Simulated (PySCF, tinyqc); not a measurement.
Worked calculation: harmonic frequencies on the PBE/sto-3g surface (energies and gradients from PySCF), for BH, spin multiplicity 1. The lowest restricted solution is unstable here: a spin-polarised one lies 0.0025 hartree lower (PySCF). One step of it, computed by the program tinyqc.

Task: Normal modes. Diagonalise H_ij / sqrt(m_i m_j); the 5 smallest eigenvalues belong to translations and rotations; wavenumber = sqrt(eigenvalue / 1822.888) x 219474.63; each mode has its largest component positive (the first on a tie); zero-point energy = sum of wavenumbers / 2, with 349.755 1/cm per kcal/mol. A mass of 2.014 u marks deuterium.

Hessian (symmetrised) (hartree/bohr^2), lower triangle:
```
             1Bx          1By          1Bz         2Hx         2Hy         2Hz
1Bx   0.00000548
1By   0.00000000   0.00000548
1Bz   0.00000000   0.00000000   0.22110045
2Hx  -0.00000609   0.00000000   0.00000000  0.00000671
2Hy   0.00000000  -0.00000609   0.00000000  0.00000000  0.00000671
2Hz   0.00000000   0.00000000  -0.22110038  0.00000000  0.00000000  0.22110031
```

masses (u): 1B 11.009305, 2H 2.014102

Give: eigenvalues of the mass-weighted Hessian; harmonic wavenumbers of the vibrations; mass-weighted modes; zero-point energy.

Result:

eigenvalues of the mass-weighted Hessian (hartree/(bohr^2 u)): 0.0000  0.0000  0.0000  0.0000  0.0000  0.1299

harmonic wavenumbers of the vibrations (1/cm): 1852.4

mass-weighted modes:
```
      mode 1
1Bx   0.0000
1By   0.0000
1Bz  -0.3933
2Hx   0.0000
2Hy   0.0000
2Hz   0.9194
```

zero-point energy = 2.6482 kcal/mol
